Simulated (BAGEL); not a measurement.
# HF/STO-3G (density fitting with qzvpp-jkfit) run of CH6NSi− (SMILES C[N-][SiH3])

What is the energy change on altering one bond length of CH6NSi− at HF/STO-3G (density fitting with qzvpp-jkfit)? 

The results are computed with BAGEL 1.2.2.

**1. Starting point**

CH6NSi−: 9 atoms, total charge -1, spin state singlet. As SMILES, `C[N-][SiH3]`. Geometry: relaxed at GFN2-xTB.

Bond lengths: C1–N2 1.417 Å, N2–Si3 1.647 Å, C1–H4 1.113 Å, C1–H5 1.106 Å, C1–H6 1.113 Å, Si3–H7 1.522 Å, Si3–H8 1.521 Å, Si3–H9 1.489 Å. Some angles: C1–N2–Si3 123.9°, N2–C1–H4 114.6°, N2–C1–H5 109.5°, N2–C1–H6 114.6°, N2–Si3–H7 120.3°, N2–Si3–H8 120.5°, N2–Si3–H9 107.2°, H4–C1–H5 106.2°, H4–C1–H6 105.2°, H5–C1–H6 106.2°.

**2. The energy at HF/STO-3G (density fitting with qzvpp-jkfit)**

File calc.json:

```json
{ "bagel" : [

{
  "title" : "molecule",
  "basis" : "sto-3g",
  "df_basis" : "qzvpp-jkfit",
  "angstrom" : true,
  "geometry" : [
    { "atom" : "C", "xyz" : [      -0.712670,       0.919970,      -0.811790 ] },
    { "atom" : "N", "xyz" : [      -0.509930,       0.391650,       0.487660 ] },
    { "atom" : "Si", "xyz" : [       0.578670,      -0.793220,       0.839100 ] },
    { "atom" : "H", "xyz" : [       0.184970,       1.402450,      -1.260460 ] },
    { "atom" : "H", "xyz" : [      -1.495620,       1.699930,      -0.774320 ] },
    { "atom" : "H", "xyz" : [      -1.052450,       0.176080,      -1.567380 ] },
    { "atom" : "H", "xyz" : [       2.062060,      -0.577760,       0.574520 ] },
    { "atom" : "H", "xyz" : [       0.451190,      -2.171650,       0.208950 ] },
    { "atom" : "H", "xyz" : [       0.493780,      -1.047460,       2.303720 ] }
  ]
},

{ "title" : "hf", "charge" : -1 },

{ "title" : "print", "file" : "orbitals.molden", "orbitals" : true }

]}
```

The run is started by

```console
$ BAGEL_NUM_THREADS=1 BAGEL calc.json > calc.out
```

What it wrote:

```text
* using 1 threads per process

  ===============================================================
  ===============================================================

  *** Geometry ***

  { "atom" : "C", "xyz" : [     -1.346751,      1.738491,     -1.534061 ] },
  { "atom" : "N", "xyz" : [     -0.963628,      0.740111,      0.921544 ] },
  { "atom" : "Si", "xyz" : [      1.093528,     -1.498969,      1.585669 ] },
  { "atom" : "H", "xyz" : [      0.349543,      2.650246,     -2.381924 ] },
  { "atom" : "H", "xyz" : [     -2.826312,      3.212402,     -1.463253 ] },
  { "atom" : "H", "xyz" : [     -1.988842,      0.332743,     -2.961919 ] },
  { "atom" : "H", "xyz" : [      3.896729,     -1.091808,      1.085685 ] },
  { "atom" : "H", "xyz" : [      0.852626,     -4.103824,      0.394858 ] },
  { "atom" : "H", "xyz" : [      0.933109,     -1.979413,      4.353400 ] },

  Number of auxiliary basis functions:      388

  Since a DF basis is specified, we compute 2- and 3-index integrals:
    o Being stored without compression. Storage requirement is 0.002 GB

  Number of basis functions:       25
  Number of electrons      :       33

    * METHOD: MOLECULE                             0.34

  *** RHF ***

  === Nuclear Repulsion ===
   108.6015800137

      * DIIS with orbital gradients will be used.

  === RHF iteration (sto-3g) ===
      0       -379.88946364          0.02188364           0.03
      1       -379.97867640          0.00854246           0.04
      2       -379.99679457          0.00139522           0.02
      3       -379.99743921          0.00022316           0.02
      4       -379.99746692          0.00005689           0.02
      5       -379.99746920          0.00001403           0.03
      6       -379.99746933          0.00000550           0.04
      7       -379.99746935          0.00000065           0.03
      8       -379.99746935          0.00000019           0.02
      9       -379.99746935          0.00000004           0.02
     10       -379.99746935          0.00000001           0.03
    * SCF iteration converged.

    * Permanent dipole moment:
           (   -0.312247,     0.215537,     0.404954) a.u.

    * METHOD: HF                                   0.54

    * METHOD: PRINT                                0.00

  ===============================================================
```

Run time: 1.6 s. Hardware: 1 thread of Intel Xeon at 2.50GHz (Skylake/Cascade Lake), shared host.

**3. The distorted shape at the same level**

File hf.json:

```json
{ "bagel" : [

{
  "title" : "molecule",
  "basis" : "sto-3g",
  "df_basis" : "qzvpp-jkfit",
  "angstrom" : "true",
  "geometry" : [
    { "atom" : "C", "xyz" : [    0.226857,   -0.015969,   -0.856753 ] },
    { "atom" : "N", "xyz" : [    0.429597,   -0.544289,    0.442697 ] },
    { "atom" : "Si", "xyz" : [    1.518197,   -1.729159,    0.794137 ] },
    { "atom" : "H", "xyz" : [    1.124497,    0.466511,   -1.305423 ] },
    { "atom" : "H", "xyz" : [   -1.495620,    1.699930,   -0.774320 ] },
    { "atom" : "H", "xyz" : [   -0.112923,   -0.759859,   -1.612343 ] },
    { "atom" : "H", "xyz" : [    3.001587,   -1.513699,    0.529557 ] },
    { "atom" : "H", "xyz" : [    1.390717,   -3.107589,    0.163987 ] },
    { "atom" : "H", "xyz" : [    1.433307,   -1.983399,    2.258757 ] }
  ]
},
{ "title" : "hf", "charge" : -1 },
{ "title" : "print", "file" : "orbitals.molden", "orbitals" : "true" }

]}
```

The run is started by

```console
$ BAGEL_NUM_THREADS=1 BAGEL hf.json > hf.out
```

What it wrote:

```text
* using 1 threads per process

  ===============================================================
  ===============================================================

  *** Geometry ***

  { "atom" : "C", "xyz" : [      0.428698,     -0.030177,     -1.619029 ] },
  { "atom" : "N", "xyz" : [      0.811821,     -1.028557,      0.836576 ] },
  { "atom" : "Si", "xyz" : [      2.868977,     -3.267637,      1.500701 ] },
  { "atom" : "H", "xyz" : [      2.124991,      0.881578,     -2.466892 ] },
  { "atom" : "H", "xyz" : [     -2.826312,      3.212402,     -1.463253 ] },
  { "atom" : "H", "xyz" : [     -0.213394,     -1.435925,     -3.046887 ] },
  { "atom" : "H", "xyz" : [      5.672177,     -2.860477,      1.000718 ] },
  { "atom" : "H", "xyz" : [      2.628074,     -5.872492,      0.309891 ] },
  { "atom" : "H", "xyz" : [      2.708558,     -3.748081,      4.268432 ] },

  Number of auxiliary basis functions:      388

  Since a DF basis is specified, we compute 2- and 3-index integrals:
    o Being stored without compression. Storage requirement is 0.002 GB

  Number of basis functions:       25
  Number of electrons      :       33

    * METHOD: MOLECULE                             0.27

  *** RHF ***

  === Nuclear Repulsion ===
   105.5818856996

      * DIIS with orbital gradients will be used.

  === RHF iteration (sto-3g) ===
      0       -379.61115204          0.02463295           0.03
      1       -379.70474661          0.01522450           0.02
      2       -379.74184391          0.00153177           0.02
      3       -379.74252927          0.00032406           0.02
      4       -379.74257360          0.00012475           0.02
      5       -379.74258096          0.00006712           0.02
      6       -379.74258269          0.00002930           0.02
      7       -379.74258305          0.00000520           0.02
      8       -379.74258306          0.00000245           0.02
      9       -379.74258306          0.00000063           0.02
     10       -379.74258306          0.00000020           0.02
     11       -379.74258306          0.00000008           0.02
     12       -379.74258306          0.00000004           0.02
     13       -379.74258306          0.00000002           0.02
     14       -379.74258306          0.00000001           0.02
    * SCF iteration converged.

    * Permanent dipole moment:
           (   -1.985219,     2.067204,    -0.255977) a.u.

    * METHOD: HF                                   0.50

    * METHOD: PRINT                                0.00

  ===============================================================
```

Run time: 1.3 s. Hardware: 1 thread of Intel Xeon at 2.50GHz (Skylake/Cascade Lake), shared host.

**4. Results**

At HF/STO-3G (density fitting with qzvpp-jkfit):

```
                                                              quantity          value
                                             first shape: total energy  -379.99747 Eh
                                              first shape: HOMO energy        2.56 eV
                                              first shape: LUMO energy       20.84 eV
    first shape: HOMO–LUMO gap (to an unbound level, set by the basis)       18.28 eV
                                         distorted shape: total energy  -379.74258 Eh
                                          distorted shape: HOMO energy        2.43 eV
                                          distorted shape: LUMO energy       10.73 eV
distorted shape: HOMO–LUMO gap (to an unbound level, set by the basis)        8.31 eV
     energy change with the C1–H5 bond stretched from 1.106 to 2.433 Å       6.936 eV
```

With the C1–H5 bond stretched from 1.106 to 2.433 Å the energy rises by 6.94 eV (160 kcal/mol). The first shape isn't relaxed at this level, so the change isn't measured from a minimum. The minimal basis adds a large error of its own. The HOMO (first shape) lies at positive energy, 2.56 eV: the electron is unbound at this level or held by a compact basis; values depend on the basis. The HOMO (distorted shape) lies at positive energy, 2.43 eV: the electron is unbound at this level or held by a compact basis; values depend on the basis.
